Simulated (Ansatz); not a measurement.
**AlF− (quartet): the correlation ladder, aug-cc-pVDZ**

The task here is to estimate one member of a computed series from the others.

Computed with Ansatz 0.2.0, Gaussian basis. Level: aug-cc-pVDZ, core rule «outside noble gas», up to 6 orbitals frozen.

To be run: UHF; CCSD(T) on ROHF; CCSD(T) on UHF; BCCD(T) on ROHF; CISD; CCSDT(Q) on ROHF; CCSDT(Q) on UHF.

24 further runs of the same task are left out: 9 for a known fault of the program, 5 that didn't finish, 10 set aside as unsound or not needed.

## The system

The geometry is a PBE0/def2-TZVPD stationary point (not a proven minimum).

2 atoms, charge -1, spin multiplicity 4.

Atoms are counted from 1 here; the program's logs count them from 0.

Bond lengths: Al1–F2 1.719 Å.

Set-up of the first run:

File in.yaml:

```yaml
crystal:
  periodic: [false, false, false]
  atoms:
    - {symbol: Al, position_ang: [0.000000, 0.000000, 0.000000]}
    - {symbol: F, position_ang: [0.000000, 0.000000, 1.719000]}
basis:
  gaussian: {orbitals: aug-cc-pVDZ}
total_charge: -1
magnetization: {spin_polarized: true, initial_magnetization: 3}
hamiltonian: {xc: hf}
output: {orbitals: {seedname: orbitals}}
```

Started as:

```
$ ansatz run in.yaml --threads 1 --pin off --events-out ev --progress --plain --max-ram 2393MiB
```

Among the steps run: UHF; CCSD(T) on ROHF; CCSD(T) on UHF; BCCD(T) on ROHF; CISD; CCSDT(Q) on ROHF; CCSDT(Q) on UHF.

One of the session's tables, all rows but one given; the rest of the session is left out.

| method | from UCCSDT(Q) (kcal/mol) |
| --- | --- |
| ROHF | +158.97 |
| UHF | +158.78 |
| RMP2 | +8.14 |
| UMP2 | +8.08 |
| CISD | +12.29 |
| RCCSD | +4.27 |
| UCCSD | +4.26 |
| RCCSD(T) | +0.55 |
| UCCSD(T) | +0.54 |
| BCCD(T) | +0.44 |
| RCCSDT | +0.24 |
| UCCSDT | ? |
| RCCSDT(Q) | +0.08 |
| UCCSDT(Q) | 0 |

Estimate the missing values for UCCSDT.

The run gave: from UCCSDT(Q) (kcal/mol): +0.23. In the column «from UCCSDT(Q) (kcal/mol)» it lies between RCCSDT(Q) (+0.08) and RCCSDT (+0.24).

Caveats from the session: Restricted and unrestricted rows rest on different reference determinants; where their highest levels disagree by more than a few hundredths of an eV, they describe different states and don't form one ladder.
